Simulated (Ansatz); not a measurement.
# The standard entropy of F2 (fluorine) from a frequency calculation

A linear singlet with charge 0, relaxed at PBE0/aug-cc-pVTZ (Ansatz 0.2.0):

```xyz
2

F    -0.5841    0.2125   -0.2951
F     0.5841   -0.2125    0.2951
```

Harmonic wavenumbers in cm⁻¹: 1105.

Masses in u: F 18.998. Take T = 298.15 K, p = 1 bar, R = 8.3145 J/(mol K), kT/hc = 207.22 cm⁻¹, rigid rotor and harmonic oscillator.

Q: Compute the standard molar entropy.

A: 
1. Translation (Sackur–Tetrode): S = R[3/2 ln M + 5/2 ln T − 1.1517] with M = 37.996 gives 154.2 J/(mol K).
2. Rotation: the moment of inertia is 17.988 u Å², so B = 16.8576/I = 0.9372 cm⁻¹; σ = 2; q = kT/(σhcB) = 110.6; S = R(ln q + 1) = 47.4.
3. Vibration: with u = ν̃/207.22, each mode gives R[u/(eᵘ − 1) − ln(1 − e⁻ᵘ)]; the sum is 0.3, most from 1105 cm⁻¹ (0.3).
4. Electronic: R ln 1 = 0.0, from the spin multiplicity alone.
5. Sum: 154.2 + 47.4 + 0.3 + 0.0 = 201.9 J/(mol K).

The tabulated value is 202.8 J/(mol K) (CRC Handbook of Chemistry and Physics): the model is off by -0.9.
